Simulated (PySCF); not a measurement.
A search over the determinants of C₂⁺

Unrestricted PBE0; PySCF, no relativity, basis sets C def2-TZVP. Outer shells of the fragments: C+ 2s2 2p1; C 2s2 2p2.

Followed along the bond (rough minima from three points):

| 2Ms+1 | unpaired | ⟨S²⟩ at the start | R at minimum (Å) | Te (eV) |
| --- | --- | --- | --- | --- |
| 4 | σ ↑, π ↑↑ | 3.75 | 1.41 | 0.00 |
| 2 | σ ↓, π ↑↑ | 1.78 | 1.41 | 0.50 |
| 2 | σ ↑, π ↑↓ | 1.76 | 1.41 | 0.57 |
| 2 | σ ↑ | 0.76 | 1.43 | 1.68 |

Solutions found at the starting distance of 1.520 Å, counted from the lowest of them; the search is not exhaustive and high or unbound solutions are not listed, so other states can lie among these:

| 2Ms+1 | unpaired | term | E (eV) | ⟨S²⟩ | ⟨Lz²⟩ |
| --- | --- | --- | --- | --- | --- |
| 4 | σ ↑, π ↑↑ | ⁴Σ⁻ | 0.00 | 3.75 | 0.00 |
| 2 | σ ↓, π ↑↑ | mixed | 0.48 | 1.78 | 0.00 |
| 2 | σ ↑, π ↑↓ | mixed | 0.54 | 1.76 | 2.01 |
| 2 | σ ↑ | mixed | 1.59 | 0.76 | 2.00 |
| 2 | π ↑ | mixed | 1.70 | 1.65 | 1.04 |
| 2 | π ↑ | ²Π | 1.74 | 0.75 | 1.00 |
| 4 | σ ↑↑, π ↑ | ⁴Π | 2.83 | 3.75 | 1.00 |
| 4 | σ ↑, π ↑↑ | mixed | 4.17 | 3.76 | 2.01 |
| 4 | π ↑↑↑ | ⁴Π | 4.44 | 3.76 | 1.00 |

A term symbol is given only where ⟨S²⟩ and ⟨Lz²⟩ are close to those of a pure state; real π, δ and φ orbitals otherwise mix terms, and g/u labels are left off.
